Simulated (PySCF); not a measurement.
Compound: 2-propyne-1-thiol, C3H4S.
Cartesian coordinates in Å at the GFN2-xTB level; atoms count from 1:
```
atom  x, y, z in Å
C1     1.8350    0.4149   -0.0555
C2     0.7621   -0.1141   -0.0075
C3    -0.5628   -0.6717    0.0347
S4    -1.8206    0.5257   -0.5893
H5     2.7914    0.8433   -0.0926
H6    -0.8420   -0.9554    1.0510
H7    -0.6434   -1.5353   -0.6268
H8    -1.5106    1.5019    0.2615
```

Computed, not measured: TDDFT B3LYP/def2-SVPD, vertical, gas phase, core orbitals frozen in the response in PySCF.

Ground-to-excited transition dipoles (e·a0, same axes as the geometry; the sign carries no meaning), for the states with f of 0.002 or more among the lowest 7:

| state | E (eV) | μx | μy | μz |
| --- | --- | --- | --- | --- |
| S1 | 5.171 | -0.143 | -0.015 | -0.026 |
| S2 | 5.743 | 0.531 | 0.072 | -0.229 |
| S3 | 6.157 | -0.163 | 0.035 | 0.082 |
| S4 | 6.366 | 0.229 | -0.124 | -0.085 |
| S5 | 6.460 | 0.465 | -0.063 | 0.151 |
| S6 | 6.659 | -0.117 | 0.063 | -0.160 |
| S7 | 6.754 | 0.050 | -0.060 | 0.148 |

Problem. Work out the oscillator strengths.

Solution. f = (2/3) ΔE |μ|² with ΔE in hartree (27.2114 eV).

```csv
state,|μ|² (au),|μ| (D),f
S1,0.021,0.37,0.003
S2,0.340,1.48,0.048
S3,0.035,0.47,0.005
S4,0.075,0.70,0.012
S5,0.243,1.25,0.038
S6,0.043,0.53,0.007
S7,0.028,0.42,0.005
```

Problem. What angle do the transition dipoles of S2 and S4 make?

Solution. |cos θ| = |μa·μb| / (|μa| |μb|) = 0.83, so θ ≈ 34° (taken between 0 and 90°, since the signs are arbitrary).

Problem. How is the summed strength of these states shared among x, y and z?

Solution. (2/3) Σ ΔE μα² gives 0.091 for x, 0.005 for y and 0.021 for z, 0.118 in all.

Problem. What peak molar absorption coefficient would the strongest computed level give as a lone Gaussian band 0.5 eV wide at half height?

Solution. ε(max) = 2.175×10⁸ f / FWHM, with the width in cm⁻¹. S2: 2.175×10⁸ × 0.0478 / 4033 ≈ 2600 L mol⁻¹ cm⁻¹.

The run took 6.0 s of wall time on one thread of an Arm Neoverse V1, shared host.

One conformer stands for the species.
